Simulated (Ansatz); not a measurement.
The input, for Ansatz 0.2.0:

```yaml
crystal:
  periodic: [false, false, false]
  atoms:
    - {symbol: B, position_ang: [0.000000, 0.004620, 1.487850]}
    - {symbol: Al, position_ang: [0.000000, 0.004620, -0.752601]}
    - {symbol: H, position_ang: [0.000000, 0.827118, 2.033439]}
    - {symbol: H, position_ang: [0.000000, -1.000360, 2.154486]}
basis:
  gaussian: {orbitals: "6-31G*"}
correlation: {active_space: {ras: {orbitals: [4, 0, 28], electrons: 9, max_holes: 2, max_particles: 2}, fixed_orbitals: true}}
```

```sh
$ ansatz run in.yaml --threads 1 --pin off --events-out ev --progress --plain --max-ram 1536MiB
```

**Question.** One thing in this input was set wrong on purpose, beside settings that are merely unusual. What is the gravest fault, and what does the program do?

**Answer.** Electron count of the space is wrong. How the run ends: stopped by an error.
```
368 factors; integrals over basis functions are off by at most 1.1e-3 eV
mean field evaluation 1: about -7282.0608 eV, gradient 1.1e1 eV
mean field evaluation 2: about -7282.0618 eV, gradient 1.1e1 eV
mean field evaluation 4: about -7282.7253 eV, gradient 7.8e-1 eV
mean field evaluation 8: about -7282.7295 eV, gradient 4.3e-4 eV
mean field evaluation 16: about -7279.4869 eV, gradient 2.0e0 eV
mean field -7282.72949791 eV, -267.6353726369 hartree, gradient 3.7e-6 eV, S^2 0.000000; 2 other end points of the search recorded, 0 dependent functions left out
reference -7282.72949791 eV, -267.6353726369 hartree; 10, 10 occupied and 28, 28 virtual orbitals, 368 factors
Error: 9 electrons in 32 orbitals form no window around the highest filled level of the reference
```
